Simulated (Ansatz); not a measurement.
Input file:

```yaml
crystal:
  periodic: [false, false, false]
  atoms:
    - {symbol: Si, position_ang: [0.000000, 0.000000, 0.000000]}
    - {symbol: O, position_ang: [0.000000, 0.000000, 1.723500]}
basis:
  gaussian: {orbitals: cc-pVDZ, fitting: {mean_field: def2-universal-jkfit}}
magnetization: {spin_polarized: true, initial_magnetization: 2}
hamiltonian: {xc: {name: B3LYP}}
correlation: {method: ccsdt_q, electrons: outside_noble_gas}
output: {forces: true}
```

```sh
$ ansatz run in.yaml --threads 1 --pin off --events-out ev --progress --plain --max-ram 2393MiB
```

Question: Roughly how long does this take on 1 thread of Arm Neoverse V2, shared host, and how much host memory?

Answer: 1.7 min wall and 0.51 GiB.

```
205 factors; integrals over basis functions are off by at most 9.1e-2 eV
mean field evaluation 1: about -9913.1520 eV, gradient 4.1e1 eV
mean field evaluation 2: about -9913.1527 eV, gradient 4.1e1 eV
mean field evaluation 4: about -9920.4273 eV, gradient 5.5e0 eV
mean field evaluation 8: about -9920.8080 eV, gradient 1.4e-1 eV
mean field evaluation 16: about -9920.8081 eV, gradient 7.5e-6 eV
mean field evaluation 32: about -9921.1482 eV, gradient 2.7e-6 eV
mean field evaluation 64: about -9862.1913 eV, gradient 5.4e1 eV
mean field -9921.14818776 eV, -364.5954711044 hartree, gradient 2.7e-6 eV, S^2 2.008419; 6 other end points of the search recorded, 0 dependent functions left out
6 core orbitals not correlated: weight in the atoms' cores, before any rotation towards them, 1.000 or more for the frozen orbitals, at most 0.000 for the correlated occupied ones
reference -9896.69570944 eV, -363.6968591007 hartree; 6, 4 occupied and 20, 22 virtual orbitals, 205 factors
second order -5.69105933 eV of doubles, -0.21499165 eV of singles
cycle   1  -6.04544217 eV  change   -1.5e-1 eV  update   9.8e-2
cycle   2  -6.32659819 eV  change   -2.8e-1 eV  update   6.4e-2
cycle   3  -6.53982655 eV  change   -2.1e-1 eV  update   2.2e-2
...
cycle  28  -6.69676519 eV  change   -4.6e-6 eV  update   2.3e-6
cycle  29  -6.69676540 eV  change   -2.2e-7 eV  update   1.5e-6
cycle  30  -6.69676632 eV  change   -9.1e-7 eV  update   1.0e-6
cycle  31  -6.69676514 eV  change    1.2e-6 eV  update   6.7e-7
cycle  32  -6.69676640 eV  change   -1.3e-6 eV  update   4.9e-7
cycle  33  -6.69676528 eV  change    1.1e-6 eV  update   3.9e-7
cycle  34  -6.69676594 eV  change   -6.5e-7 eV  update   2.8e-7
cycle  35  -6.69676603 eV  change   -9.1e-8 eV  update   1.6e-7
cycle  36  -6.69676645 eV  change   -4.2e-7 eV  update   1.0e-7
cycle  37  -6.69676662 eV  change   -1.6e-7 eV  update   6.8e-8
perturbative correction -0.08712687 eV, -0.0032018535 hartree
WARN: these amplitudes may be one of several solutions (largest doubles amplitude 0.54, level shift 0.00 eV)
the calculation of the forces begins
Total energy: -9903.47960293 eV, -363.9461625880 hartree
Atom 0 at     0.000000     0.000000     0.000000 Å, force     0.000000     0.000000    -1.220725 eV/Å
Atom 1 at     0.000000     0.000000     1.723500 Å, force     0.000000     0.000000     1.220725 eV/Å
Dipole moment:     0.000000    -0.000000    -0.129470 e Å
```

Forces (eV/Å):
```
Si   0.000  0.000 -1.221
O    0.000  0.000  1.221
```
